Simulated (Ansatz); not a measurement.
Elements on the sites of an ideal hcp lattice, at a guessed lattice constant:

```xyz
16
Lattice="3.0117 -5.2163 0.0000 3.0117 5.2163 0.0000 0.0000 0.0000 9.6373" Properties=species:S:1:pos:R:3 pbc="T T T"
V     1.5058   -0.8694    6.0233
V     4.5175    0.8694    3.6140
V     4.5175    0.8694    8.4326
Nb    3.0117   -3.4775    1.2047
Nb    1.5058    0.8694    3.6140
Nb    3.0117    3.4775    3.6140
Nb    3.0117    3.4775    8.4326
Hf    1.5058   -0.8694    1.2047
Hf    3.0117   -3.4775    6.0233
Hf    3.0117    1.7388    6.0233
Hf    4.5175   -0.8694    1.2047
Hf    4.5175   -0.8694    6.0233
Hf    1.5058    0.8694    8.4326
Ta    3.0117    1.7388    1.2047
Ta    3.0117   -1.7388    3.6140
Ta    3.0117   -1.7388    8.4326
```

Cell and atoms were relaxed without symmetry on coarser meshes and computed once more. Level of theory: Ansatz 0.2.0, DFT PBE, scalar-relativistic, plane waves, PAW.

Cutoff 420 eV; k points 7×6×4 on the computed 16-atom cell (Γ-centred); Gaussian smearing, width 0.10 eV; no spin polarisation.

The relaxation ran on 3×3×2 (shifted) k points with a smearing of 0.1 eV, from sites shaken by 0.02 Å.

Question: What does the relaxation give?

Answer: A volume of 18.93 Å³/atom and no gap on the mesh. It lies 0.16 eV/atom above the elements' standard states (static lattices, no corrections for gases). The atoms leave their sites by 0.44 Å (root mean square) and 0.57 Å at most, and the cell stretches by up to 13.6 % at fixed volume, so the lattice hasn't survived.

```
V Nb Hf Ta
1.0
     3.37527   -5.95199   -0.03945
     2.37778    5.37609    0.04229
     0.00455    0.07551    9.37879
V Nb Hf Ta
3 4 6 3
Direct
  0.40323 0.24268 0.60518
  0.59705 0.72007 0.36108
  0.61004 0.78607 0.88741
  0.87085 0.24186 0.12919
  0.12715 0.24193 0.38186
  0.13904 0.75075 0.36976
  0.14535 0.73490 0.87511
  0.37043 0.25061 0.14118
  0.86668 0.27972 0.63214
  0.39198 0.73570 0.62114
  0.86574 0.74508 0.11868
  0.87053 0.76930 0.62286
  0.14314 0.23877 0.86854
  0.38077 0.75136 0.12907
  0.62641 0.25073 0.37580
  0.61583 0.26647 0.87455
```

The final mesh leaves forces up to 0.18 eV/Å and stresses up to 0.9 GPa: the relaxation ran on a coarser mesh, so the cell's shape, its bonds and its energy belong partly to that mesh.

Spin-orbit coupling is left out, which matters for the bands of heavy elements. Spin polarisation was left out, and a magnetic state may lie lower.

Cost: 2 runs of about 25 core-minutes in all (earlier runs that led there not counted), on Intel Xeon 6975P-C (Granite Rapids) (shared hosts).